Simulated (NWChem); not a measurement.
System: SiH$_{2}$ cation, doublet

Parts of the log:

```
             Northwest Computational Chemistry Package (NWChem) 7.3.0
             --------------------------------------------------------

                             Geometry "geometry" -> ""
                             -------------------------

 Output coordinates in angstroms (scale by  1.889725989 to convert to a.u.)

  No.       Tag          Charge          X              Y              Z
 ---- ---------------- ---------- -------------- -------------- --------------
    1 Si                  14.0000     0.00000000     0.00000000     0.18314300
    2 H                    1.0000     1.28775300     0.00000000    -0.57267300
    3 H                    1.0000    -1.28775300     0.00000000    -0.57267300

 Effective nuclear repulsion energy (a.u.)      10.1286041646

                              NWChem Property Module
                              ----------------------

  itol2e modified to match energy
  convergence criterion.

                                 NWChem DFT Module
                                 -----------------

 Summary of "ao basis" -> "ao basis" (spherical)
 ------------------------------------------------------------------------------
       Tag                 Description            Shells   Functions and Types
 ---------------- ------------------------------  ------  ---------------------
 Si                         iglo-iii                18       44   8s7p3d
 H                          iglo-iii                 6       10   4s2p

  itol2e modified to match energy
  convergence criterion.

            General Information
            -------------------
          SCF calculation type: DFT
          Wavefunction type:  spin polarized.
          No. of atoms     :     3
          No. of electrons :    15
           Alpha electrons :     8
            Beta electrons :     7
          Charge           :     1
          Spin multiplicity:     2
          Use of symmetry is: off; symmetry adaption is: off
          Maximum number of iterations: 150
          AO basis - number of functions:    64
                     number of shells:    30
          Convergence on energy requested:  1.00D-07
          Convergence on density requested:  1.00D-05
          Convergence on gradient requested:  5.00D-04

              XC Information
              --------------
                         PBE0 Method XC Functional
                     Hartree-Fock (Exact) Exchange  0.250
          PerdewBurkeErnzerhof Exchange Functional  0.750
            Perdew 1991 LDA Correlation Functional  1.000 local
           PerdewBurkeErnz. Correlation Functional  1.000 non-local

             Grid Information
             ----------------
          Grid used for XC integration:  fine
          Radial quadrature: Mura-Knowles
          Angular quadrature: Lebedev.
          Tag              B.-S. Rad. Rad. Pts. Rad. Cut. Ang. Pts.
          ---              ---------- --------- --------- ---------
          Si                  1.10      123           8.0       770
          H                   0.35       60          10.0       590
          Grid pruning is: on
          Number of quadrature shells:   243
          Spatial weights used:  Erf1

      Superposition of Atomic Density Guess
      -------------------------------------

 Sum of atomic energies:        -289.83291994

 Renormalizing density from      16.00 to     15

      Non-variational initial energy
      ------------------------------

 Total energy =    -278.185153
 1-e energy   =    -395.171449
 2-e energy   =     106.857692
 HOMO         =      -0.585023
 LUMO         =      -0.495000

   convergence    iter        energy       DeltaE   RMS-Dens  Diis-err
 ---------------- ----- ----------------- --------- --------- ---------
 d= 0,ls=0.0,diis     1   -290.0140063999 -3.00D+02  7.26D-03  1.70D+00
                                                     6.32D-03  1.71D+00
 d= 0,ls=0.0,diis     2   -290.1205572652 -1.07D-01  2.83D-03  3.75D-01
                                                     2.14D-03  3.70D-01
 d= 0,ls=0.0,diis     3   -290.1582992561 -3.77D-02  3.15D-04  8.39D-04
                                                     3.33D-04  8.56D-04
 d= 0,ls=0.0,diis     4   -290.1585335344 -2.34D-04  9.25D-05  3.28D-05
                                                     5.84D-05  2.46D-05
 d= 0,ls=0.0,diis     5   -290.1585522854 -1.88D-05  1.98D-05  2.65D-07
                                                     1.61D-05  5.00D-07
 d= 0,ls=0.0,diis     6   -290.1585530415 -7.56D-07  2.62D-06  3.06D-08
                                                     2.09D-06  1.32D-08
 d= 0,ls=0.0,diis     7   -290.1585530654 -2.39D-08  8.23D-07  1.04D-09
                                                     7.34D-07  1.62D-09

         Total DFT energy =     -290.158553065354
      One electron energy =     -417.021985233906
           Coulomb energy =      137.932212644341
    Exchange-Corr. energy =      -21.197384640358
 Nuclear repulsion energy =       10.128604164569

 Numeric. integr. density =       14.999999456747

                    DFT Final Alpha Molecular Orbital Analysis
                    ------------------------------------------

[...]

          ----------------------
          Hyperfine Interactions
          ----------------------

 Total Spin Density (Fermi Contact Term)
 ------------------ --------------------
     Atom            x         y         z       Density (a.u.)      Aiso(MHz)     Aiso(Gauss)
     1  29-Si     0.00000   0.00000   0.34609       0.861763       -765.873050    -273.282087
     2   1-H      2.43350   0.00000  -1.08220       0.040982        183.184820      65.364789
     3   1-H     -2.43350   0.00000  -1.08220       0.040982        183.184795      65.364780

           -------------------------------------------
           Anisotropic Interaction (Spin-Dipolar Term)
           -------------------------------------------

 ------------------------------------------------------------
     Atom            x         y         z
 ------------------------------------------------------------
     1  29-Si     0.00000   0.00000   0.34609

   Spin-Dipolar term (a.u.)
        xx             yy             zz             xy             xz             yz
 ------------------------------------------------------------------------------------------
      -0.877199      -0.829705       1.706904      -0.000000       0.000000      -0.000000

   Principal Comp. of -hf- tensor (au)            Anisotropic -hfcc- (MHz)               Anisotropic -hfcc- (Gauss)
 --------------------------------------------------------------------------------------------------------------------------
     -0.877199    -0.829705     1.706904      93.056820    88.018524  -181.075344      33.204931    31.407145   -64.612076

   Orientation of the principal axis of Hyperfine Tensor w.r.t absolute (molecular) frame
 --------------------------------------------------------------------------------------------------------------------------
      1.000000    -0.000000     0.000000
      0.000000     1.000000    -0.000000
     -0.000000     0.000000     1.000000

 ------------------------------------------------------------
     Atom            x         y         z
 ------------------------------------------------------------
     2   1-H      2.43350   0.00000  -1.08220

   Spin-Dipolar term (a.u.)
        xx             yy             zz             xy             xz             yz
 ------------------------------------------------------------------------------------------
       0.017547      -0.015363      -0.002184      -0.000000      -0.003944      -0.000000

   Principal Comp. of -hf- tensor (au)            Anisotropic -hfcc- (MHz)               Anisotropic -hfcc- (Gauss)
 --------------------------------------------------------------------------------------------------------------------------
      0.018306    -0.015363    -0.002943       9.767164    -8.196907    -1.570257       3.485161    -2.924855    -0.560306

   Orientation of the principal axis of Hyperfine Tensor w.r.t absolute (molecular) frame
 --------------------------------------------------------------------------------------------------------------------------
      0.981975     0.000000     0.189012
     -0.000000     1.000000    -0.000000
     -0.189012     0.000000     0.981975

 ------------------------------------------------------------
     Atom            x         y         z
 ------------------------------------------------------------
     3   1-H     -2.43350   0.00000  -1.08220

   Spin-Dipolar term (a.u.)
        xx             yy             zz             xy             xz             yz
 ------------------------------------------------------------------------------------------
       0.017547      -0.015363      -0.002184       0.000000       0.003944      -0.000000

   Principal Comp. of -hf- tensor (au)            Anisotropic -hfcc- (MHz)               Anisotropic -hfcc- (Gauss)
 --------------------------------------------------------------------------------------------------------------------------
      0.018306    -0.015363    -0.002943       9.767164    -8.196907    -1.570257       3.485161    -2.924855    -0.560306

   Orientation of the principal axis of Hyperfine Tensor w.r.t absolute (molecular) frame
 --------------------------------------------------------------------------------------------------------------------------
      0.981975    -0.000000    -0.189012
      0.000000     1.000000    -0.000000
      0.189012     0.000000     0.981975
```

Level: PBE0/IGLO-III, spin-unrestricted, contact and dipolar terms. In the optimisation the excess spin sits in a1 (C2v, its own frame). The geometry was optimised at B3LYP/6-31G* (spherical d), spin-unrestricted. No stability test was run on the SCF state.

**Question.** Write an input that gives this output.

**Answer.** This is not unique; one that fits is the input that was run:
```
start job
memory heap 200 mb stack 900 mb global 1100 mb
charge 1
geometry units angstroms noautosym nocenter noautoz
  Si     0.000000     0.000000     0.183143
  H      1.287753     0.000000    -0.572673
  H     -1.287753     0.000000    -0.572673
end
basis spherical
  * library iglo-iii
end
dft
  odft
  mult 2
  xc pbe0
  iterations 150
end
property
  hyperfine
end
task dft property
```
